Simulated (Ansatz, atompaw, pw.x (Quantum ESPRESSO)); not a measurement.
**What a changed setting does to a pw.x run (bcc Al)**

Potential: PAW, atompaw 4.2.0.5, PBEsol; core [Ne], reference 3s2 3p1; waves: 3s (bound): rc 1.85 bohr; 3s channel at 1.75 Ry: rc 1.90 bohr; 3p (bound): rc 1.90 bohr; 3p channel at 1.6 Ry: rc 1.90 bohr; local part: ultrasoft scheme with l = 2 at -0.5 Ry, radius 1.85 bohr; core correction: smooth core density matched at 1.25 bohr; augmentation: besselshape compensation charge, radius 1.40 bohr; PAW radius 1.90 bohr; waves and projectors: custom rrkj gramschmidtortho.

The reference run (k-mesh 14³, cutoffs 40/400 Ry, Fermi–Dirac 0.01 Ry, mixing_beta 0.4, conv_thr 1e-9, no spin) gives 0.03 GPa at 16.575 Å³/atom, where all-electron LAPW gives 0.16 GPa. This run, with its own iteration cap, changes nosym to true.

```
&control
  calculation='scf', prefix='x', pseudo_dir='./', outdir='./tmp', tstress=.true., disk_io='none'
/
&system
  ibrav=0, nat=1, ntyp=1, ecutwfc=40, ecutrho=400, nbnd=8,
  occupations='smearing', smearing='fd', degauss=0.01, nosym=.true.
/
&electrons
  conv_thr=1e-09, mixing_beta=0.4, electron_maxstep=60
/
ATOMIC_SPECIES
Al 1.0 Al.UPF
CELL_PARAMETERS angstrom
  -1.60619344 1.60619344 1.60619344
  1.60619344 -1.60619344 1.60619344
  1.60619344 1.60619344 -1.60619344
ATOMIC_POSITIONS crystal
Al 0.0000 0.0000 0.0000
K_POINTS automatic
14 14 14 0 0 0
```

```bash
pw.x < Al.scf.in > Al.scf.out
```

Question: How does the run end?

Answer: It converges in 5 iterations; the free energy moves by +0.0 meV/atom and the pressure by +0.00 GPa. The result is that of the reference run.

```
lattice parameter (alat)  =       5.2572  a.u.
     unit-cell volume          =     111.8536 (a.u.)^3
     number of electrons       =         3.00
     number of Kohn-Sham states=            8
     kinetic-energy cutoff     =      40.0000  Ry
     charge density cutoff     =     400.0000  Ry
     scf convergence threshold =      1.0E-09
     Exchange-correlation= SLA PW PSX PSC
     number of k points=  1376  Fermi-Dirac smearing, width (Ry)=  0.0100
     negative rho (up, down):  6.301E-03 0.000E+00
     iteration #  1     ecut=    40.00 Ry     beta= 0.40
     negative rho (up, down):  5.332E-03 0.000E+00
     total energy              =     -38.51073559 Ry
     estimated scf accuracy    <       0.00499533 Ry
     iteration #  2     ecut=    40.00 Ry     beta= 0.40
     negative rho (up, down):  4.114E-03 0.000E+00
     total energy              =     -38.51016100 Ry
     estimated scf accuracy    <       0.00159079 Ry
     iteration #  3     ecut=    40.00 Ry     beta= 0.40
     negative rho (up, down):  4.140E-03 0.000E+00
     total energy              =     -38.51020537 Ry
     estimated scf accuracy    <       0.00000130 Ry
     iteration #  4     ecut=    40.00 Ry     beta= 0.40
     negative rho (up, down):  4.145E-03 0.000E+00
     total energy              =     -38.51020575 Ry
     estimated scf accuracy    <       0.00000001 Ry
     iteration #  5     ecut=    40.00 Ry     beta= 0.40
     negative rho (up, down):  4.147E-03 0.000E+00
     the Fermi energy is     7.8331 ev
!    total energy              =     -38.51020576 Ry
     estimated scf accuracy    <          1.5E-10 Ry
     smearing contrib. (-TS)   =      -0.00173394 Ry
     The total energy is F=E-TS. E is the sum of the following terms:
     one-electron contribution =       3.15810073 Ry
     hartree contribution      =       0.00603440 Ry
     xc contribution           =      -4.33870464 Ry
     ewald contribution        =      -5.39542568 Ry
     one-center paw contrib.   =     -31.93847663 Ry
     convergence has been achieved in   5 iterations
     negative rho (up, down):  4.147E-03 0.000E+00
          total   stress  (Ry/bohr**3)                   (kbar)     P=        0.32
     Message from routine punch:
     Nothing written, as per user request (disk_io='none')
```

The run took about 27 s on one core of a shared host (Intel(R) Xeon(R) 6975P-C, 192 threads, 378 GiB, load 96).
